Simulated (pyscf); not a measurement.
H₂As–AsH₂ + H₂ → H₂As–AsH₂ + H₂ (four-centre exchange; singlet surface; As–H, H–H broken, As–H, H–H formed). PySCF, gas phase, ωB97X-D3(BJ)/def2-SVP geometries. Energies in kcal/mol from the separated reactants.

| level | barrier | reaction energy |
|---|---|---|
| ωB97X-D3(BJ)/def2-TZVP | 74.2 | 0.0 |
| PBE/def2-TZVP | (withheld) | 0.0 |
| r²SCAN/def2-TZVP | 66.7 | 0.0 |
| B3LYP-D3(BJ)/def2-TZVP | 69.0 | 0.0 |
| M06-2X/def2-TZVP | 74.8 | 0.0 |
| HF/def2-TZVP | (withheld) | 0.0 |

Fill in the missing entries.


- PBE/def2-TZVP, barrier: 61.5
- HF/def2-TZVP, barrier: 96.7

The functionals in the table span 13.3 kcal/mol in this barrier, from PBE to M06-2X. From the product side, AsH₂• + AsH₂• + H₂ lies, by one bond made or cut, 22.8 kcal/mol under this saddle at ωB97M-D3(BJ)/def2-TZVP. The same reactants have a lower exit, to AsH₂• + AsH₂• + H₂ (no saddle counted: cutting one bond costs +49.8 kcal/mol at ωB97M-D3(BJ)/def2-TZVP, against +72.6 kcal/mol here). One saddle was located; it need not be the lowest between these sides. Elements up to Kr have no core potential and no relativistic terms here.
